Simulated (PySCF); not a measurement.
**Orbital energies, ionisation energy and electron affinity**

Compound: SiCl2 (singlet state).
Atom-mapped SMILES: `[Cl:1][Si:2][Cl:3]`

Cartesian coordinates in Å at the PBE0-D3(BJ)/def2-TZVP level; atoms count from 1:
```xyz
3
SiCl2 angstrom
Cl    -1.5423   -0.6890   -0.1163
Si     0.0387    0.6582   -0.1401
Cl     1.6717   -0.6260   -0.1405
```

Level: wB97X-D/aug-cc-pVTZ (PySCF). Frontier orbitals with their largest atomic shares (Löwdin; up to four atoms above 4 %):

```tsv
orbital	ε (eV)	main atoms
HOMO−3	-12.47	Cl1 41 %, Cl3 41 %, Si2 19 %
HOMO−2	-11.61	Cl3 43 %, Cl1 43 %, Si2 14 %
HOMO−1	-11.15	Cl3 44 %, Cl1 44 %, Si2 12 %
HOMO	-9.59	?
LUMO	-1.18	Si2 69 %, Cl1 16 %, Cl3 16 %
LUMO+1	1.10	Si2 79 %, Cl3 10 %, Cl1 10 %
LUMO+2	1.21	Si2 78 %, Cl1 11 %, Cl3 11 %
```

Question: What vertical ionisation energy does ΔSCF give, and how far is −ε(HOMO) from it?

Answer: ΔSCF: 10.03 eV (968 kJ/mol; threshold wavelength 124 nm); ⟨S²⟩ of the doublet left behind is 0.756, against 0.75 for a pure doublet. −ε(HOMO) is 9.59 eV, 0.44 eV below it. In exact Kohn–Sham theory the two would be equal; wB97X-D (range-separated hybrid) falls short of its own ΔSCF value by 4 %.

Question: On which atoms does the HOMO lie?

Answer: Si2 (silicon bonded to 2 Cl) 60 %, Cl3 (silicon-bound chlorine) 20 %, Cl1 (silicon-bound chlorine) 20 %, so more than half of it is on one atom. The HOMO−1 lies 1.56 eV lower.

Question: And the vertical electron affinity, the fundamental gap, Mulliken's electronegativity and the hardness (with the factor ½)?

Answer: EA = 1.01 eV by ΔSCF (−ε(LUMO) = 1.18 eV). IE − EA = 9.02 eV against an orbital gap of 8.41 eV; (IE + EA)/2 = 5.52 eV; (IE − EA)/2 = 4.51 eV. Parr's electrophilicity index (IE + EA)²/[8(IE − EA)] is 1.69 eV.

Question: With α = 58.0 au, estimate the like-pair dispersion coefficient by London's formula C6 = (3/4)α²I.

Answer: I = 0.3687 Eh, so C6 ≈ 931 au, a rough estimate.

Question: Shift the occupied levels rigidly so that −ε(HOMO) equals the ΔSCF value. What binding energies result?

Answer: The shift is +0.44 eV: HOMO 10.03, HOMO−1 11.59, HOMO−2 12.05, HOMO−3 12.91 eV. A rigid shift is only a rough guide to the deeper ionisations.

Isolated species at its PBE0-D3(BJ)/def2-TZVP geometry, gas phase.

Note: wB97X-D ran without an empirical dispersion term, which enters the total energy and its gradient alone.
